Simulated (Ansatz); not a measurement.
Task: Name a neutral molecule of C, S and H with LUMO energy (PBE/def2-TZVPP) between -1.30 and -1.00 eV and size of the dipole moment (PBE/def2-TZVPP) between 0.60 and 0.90 D (Ansatz, PBE0-D4/def2-TZVP geometry).

Result: `Cc1ccsc1` (-1.09 eV, 0.84 D); `Cc1cccs1` (-1.13 eV, 0.63 D). Other molecules can fit too; these were computed, each in one conformer that needn't be the lowest.
